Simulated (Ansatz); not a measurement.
## Basis-set limit of SiH₅, doublet

| atom | x (Å) | y (Å) | z (Å) |
| --- | --- | --- | --- |
| H | -2.4314 | 0.0000 | 0.0000 |
| H | -1.5914 | 0.0000 | 0.0000 |
| Si | 0.0866 | 0.0000 | 0.0000 |
| H | 0.5366 | -1.4163 | 0.0000 |
| H | 0.5366 | 0.7081 | -1.2265 |
| H | 0.5366 | 0.7081 | 1.2265 |

Ansatz 0.2.0, UHF determinant, valence electrons correlated. Energies in eV.

| set | X | functions | Hartree–Fock | MP2 correlation | CCSD(T) correlation | time |
| --- | --- | --- | --- | --- | --- | --- |
| def2-TZVPP | 3 | 112 | -7938.3914 | -4.2924 | -5.3536 | 3.9 s on 1 × NVIDIA H100 80GB HBM3 with 1 thread of AMD EPYC 7R13 Processor (Zen 3), on a shared host |
| def2-QZVPP | 4 | 220 | -7938.6575 | -4.5669 | -5.5780 | 7 s on 1 × NVIDIA H100 80GB HBM3 with 1 thread of AMD EPYC 7R13 Processor (Zen 3) (shared host) |

Hartree–Fock is taken to follow E(X) = E∞ + A·exp(−7.88·√X), correlation E(X) = E∞ + B·X^−2.97.

**Question.** Work out the CCSD(T) energy at the limit, and how far the shortcut misses it that extrapolates MP2 and adds CCSD(T) minus MP2 from the smaller set.

**Answer.** Hartree–Fock: E∞ = E4 + 0.1377·(E4 − E3) = -7938.6942. Correlation: E∞ = E4 + 0.7407·(E4 − E3) = -5.7443 for CCSD(T) and -4.7701 for MP2. The limit is -7944.4384 eV, 0.203 eV below def2-QZVPP. The shortcut gives a correlation energy of -4.7701 + (-1.0612) = -5.8313, 87 meV lower than the direct value.

Past Ne part of the Hartree–Fock step between the two sets comes from the cores, which don't follow the formula, so the 37 meV that it adds to the total can overshoot; that part largely cancels in differences.
